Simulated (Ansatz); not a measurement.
A calculation with Ansatz (development build ahead of 0.2.0).

```yaml
crystal:
  periodic: [false, false, false]
  atoms:
    - { symbol: Na, position_ang: [0.0, 0.0, 0.0] }
    - { symbol: Si, position_ang: [1.7737, 2.36494, 5.12024] }
basis:
  gaussian: { orbitals: STO-3G }
magnetization:
  initial_magnetization: 3
hamiltonian:
  xc: hf
correlation:
  method: fci
  frozen_orbitals: { Na: 1, Si: 5 }
```

The input is written out in the form of the current development build from the run's settings.

Results

* Converged: yes
* Total energy: -445.19103 hartree
* State: lowest quartet root, of any spatial symmetry
